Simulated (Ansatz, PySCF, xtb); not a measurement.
CH5N (SMILES CN) with H2O (SMILES O) on the geometries of the S66x8 set, where R/Re scales the closest contact. Geometry at R/Re = 1.00 (charge 0, multiplicity 1):
```
atom    x (Å)    y (Å)    z (Å)
----  -------  -------  -------
N     -0.8044  -0.6922  -0.3572
H     -0.9001  -1.6610  -0.0814
H     -1.3935  -0.5788  -1.1720
C     -1.2878   0.1759   0.7231
H     -1.1837   1.2129   0.4153
H     -2.3256   0.0025   1.0143
H     -0.6559   0.0362   1.5964
O      1.8580   0.5185  -0.2535
H      1.0405   0.0222  -0.4266
H      2.4399   0.2600  -0.9692
```

Interaction energies with rigid monomers; basis-set methods are counterpoise corrected unless marked otherwise.

Rows in 6-31G* carry no dispersion term and start afresh at each structure (6-31G* with six Cartesian d functions).

Codes used: Ansatz (Gaussian orbitals); PySCF for 6-31G* rows, the dispersion terms; xtb for the GFN methods. Each number belongs to the level named beside it.

```tsv
R/Re	GFN1-xTB (meV)	HF/6-31G* (no counterpoise) (meV)	PBE-D4/def2-TZVPPD (meV)	BP86/6-31G* (no counterpoise) (meV)	B3LYP/def2-TZVPPD (meV)
0.90	-246.3	-224.7	-329.3	-341.2	-243.9
1.00	-241.8	-285.4	-342.8	-353.9	-272.0
1.10	-203.9	-281.3	-311.2	-318.3	-252.0
1.25	-139.1	-235.4	-242.5	-246.8	-196.8
1.50	-64.5	-154.9	[?]	-152.1	-116.8
2.00	[?]	-56.6	-52.5	-49.8	-44.0
```

**Question.** Some entries are withheld; supply them.

**Answer.** 
- 2.00, GFN1-xTB (meV): -20.3
- 1.50, PBE-D4/def2-TZVPPD (meV): -145.8

Ansatz is a quantum-chemistry and plane-wave program.
